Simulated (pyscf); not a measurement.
One four-centre exchange on the singlet surface with elements of a group swapped. CCSD(T)/def2-TZVPP + ΔMP2(QZVPP), kJ/mol, from the separated reactants. Structures and frequencies: ωB97X-D3(BJ)/def2-SVP in PySCF. MP2 and CC: frozen core, UHF for open shells. ΔMP2 is the change of the MP2 total energy from the triple- to the quadruple-zeta basis.

| step | barrier | reaction energy | imaginary mode (i cm⁻¹) |
|---|---|---|---|
| CH₄ + F–Cu → H₃C–Cu + HF | 94.2 | +49.7 | 1084 |
| CH₄ + F–Au -> H₃C–Au + HF | 116.9 | -105.2 | 1473 |
| CH₄ + F–Ag → H₃C–Ag + HF | (withheld) | (withheld) | 1235 |

Task: Some entries are withheld; supply them.

Result: 
- CH₄ + F–Ag → H₃C–Ag + HF, barrier: 93.4
- CH₄ + F–Ag → H₃C–Ag + HF, reaction energy: +20.4

Row 1: On the reactant side the descent ends in an adduct with a C–Cu contact, 82.3 kJ/mol under the separated species and 179.0 kJ/mol under the saddle at ωB97X-D3(BJ)/def2-TZVP. On the product side the descent ends in a complex (not fully relaxed), 20.7 kJ/mol under the separated species and 52.8 kJ/mol under the saddle at ωB97X-D3(BJ)/def2-TZVP. Row 2: On the product side the descent ends in a bound adduct, 36.7 kJ/mol under the separated species and 214.2 kJ/mol under the saddle at ωB97X-D3(BJ)/def2-TZVP. Row 3: On the product side the descent ends in a complex, 23.4 kJ/mol under the separated species and 67.9 kJ/mol under the saddle at ωB97X-D3(BJ)/def2-TZVP. Each row is the saddle that its search found. The CCSD(T) − MP2 part came from Ansatz, without density fitting, on the same reference. The frozen core leaves the outer d or s,p core shells of the metals and heavy elements correlated in the MP2 and CC values, and def2-TZVPP describes them poorly, which can shift differences by a few kcal/mol. Elements past Kr carry the def2 core potentials, without spin-orbit coupling.
